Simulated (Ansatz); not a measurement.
A nudged elastic band was laid between two geometries of C₃H₇ClO (12 atoms, charge 0, multiplicity 1).

All numbers below come from RKS PBE-D4/6-31G (Ansatz 0.2.0).

| Item | Value |
| --- | --- |
| movable images | 5 |
| climbing image | yes |
| spring | 5.0 eV/Å² |
| optimiser | quadratic models (default) |
| start path | through a guess of the saddle point |
| force threshold | 0.03 eV/Å |
| iteration limit | 60 |
| end points | relaxed |

First end point:

```xyz
12
Properties=species:S:1:pos:R:3
O -0.758 -0.604 2.011
C -0.789 -0.053 0.657
C 0.624 -0.216 0.103
C 0.758 0.136 -1.367
Cl 0.373 1.975 -1.684
H -1.614 -0.404 2.461
H -1.514 -0.599 0.015
H -1.074 1.017 0.656
H 0.917 -1.280 0.217
H 1.328 0.377 0.712
H 0.045 -0.407 -2.006
H 1.781 0.003 -1.742
```

Last end point:

```xyz
12
Properties=species:S:1:pos:R:3
O -0.890 -0.334 2.116
C -0.831 0.079 0.717
C 0.538 -0.222 0.090
C 0.660 0.199 -1.367
Cl 0.536 2.087 -1.551
H -1.639 -0.392 0.116
H -0.815 -1.320 2.159
H -1.011 1.164 0.733
H 0.722 -1.318 0.121
H 1.327 0.254 0.697
H -0.153 -0.194 -1.996
H 1.634 -0.058 -1.802
```

**Question.** Which bonds break or form, and what moves?

**Answer.** Bonds broken: O1–H6, C2–H7. Bonds formed: O1–H7, C2–H6.

**Question.** What energy profile does the band end with?

**Answer.** The run ended unconverged. The highest image is number 3 of 0 to 6, 90.0 kcal/mol above the first end and 89.8 kcal/mol above the last; the last end lies 0.2 kcal/mol above the first. The band forces met their threshold (the largest was 0.03 eV/Å), but the run stopped with an error, since it found no sound saddle at the top, so its energies are provisional: over the last iterations the top stayed at 3.90 eV. The orbitals stay closed-shell, which can raise the energy where a bond breaks towards radicals; this wasn't checked here. Limits of this set-up: no polarisation functions.

```tsv
image	path coordinate (Å)	energy (kcal/mol)	O1–H6 (Å)	C2–H7 (Å)	O1–H7 (Å)
0	0.00	0.0	0.99	1.11	2.13
1	1.05	2.1	0.99	1.11	2.09
2	2.10	70.8	1.01	1.23	1.48
3	3.16	90.0	0.99	2.25	0.99
4	3.98	85.0	1.28	2.15	1.00
5	4.81	14.5	1.92	1.98	1.00
6	5.63	0.2	2.14	2.01	0.99
```

The band took 24 iterations and roughly 7 core-minutes.

Time of the run: 6.6 min on 1 thread of Arm Neoverse V1 (shared host), peak memory 0.12 GiB.
